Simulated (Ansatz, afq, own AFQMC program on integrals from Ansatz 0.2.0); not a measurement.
## Where AFQMC and coupled cluster stand for CH₂O, triplet

```yaml
atoms:
  - { symbol: O, position_ang: [0.0000, 0.0000, 0.6438] }
  - { symbol: C, position_ang: [0.0000, 0.0000, -0.6606] }
  - { symbol: H, position_ang: [0.0000, -0.9567, -1.1734] }
  - { symbol: H, position_ang: [0.0000, 0.9567, -1.1734] }
```

Connectivity, by distances: O–CH2.

Basis cc-pVDZ. Only valence electrons are correlated. AFQMC by an in-house program on the Cholesky factors that Ansatz 0.2.0 writes for its CCSD(T) run. ph-AFQMC/CISD is guided by a CISD state made of CCSD amplitudes; releasing the constraint for a short imaginary time cuts its bias at the price of noise, slowly where states lie close. Free projection: walkers drawn from exp(T), propagated without any constraint. Its projection time is finite, and what remains of the start isn't in its error. Uncertainties: one standard error, sampling alone.

Determinant: UHF, the one that the program's search chose, which needn't be the lowest solution. The geometry is a PBE0/def2-TZVP stationary point of this or a neighbouring charge and spin state.

No full CI on the walks' own integrals is used here; CCSDT(Q) serves as the reference and is uncertain by about the last step of the cluster series.

Cautions: another spin lies lower (by 2.96 eV).

The T1 diagnostic is 0.0261. The weight of the determinant in the CISD state is 0.895. The ⟨S²⟩ of the determinant is 2.015. The size of the correlated space is 12 electrons in 36 orbitals.

Reference: CCSDT(Q), correlation energy -8.156 eV. The released energy is read at 2.40 1/Eh (meV from the phaseless value at times in 1/Eh: -8.6 ± 2.5 at 0.24, -11 ± 3 at 0.51, -13 ± 3 at 0.99, -16 ± 6 at 1.62, -17 ± 4 at 2.40).

```tsv
level	E − E(reference) (meV)	share of correlation (%)
HF	8155.6	0.00
MP2	1053.5	87.08
CCSD	216.1	97.35
CCSD(T)	35.7	99.56
CCSDT	13.9	99.83
ph-AFQMC/HF	13.9 ± 24.8	99.83
ph-AFQMC/CISD	12.9 ± 4.0	99.84
released AFQMC	-3.6 ± 4.2	100.04
free AFQMC	-3.0 ± 4.4	100.04
```

Free projections are given only where their last times agree within the noise and don't stop above the reference; a slow remainder of the start can still hide under it. A walk keeps the symmetry of its determinant, which the program's search chose and which needn't be the lowest solution, so a lower state of the same spin and another symmetry isn't excluded. Released energies are given only where the last usable release times agree within the noise; a slower fall can still hide under it.
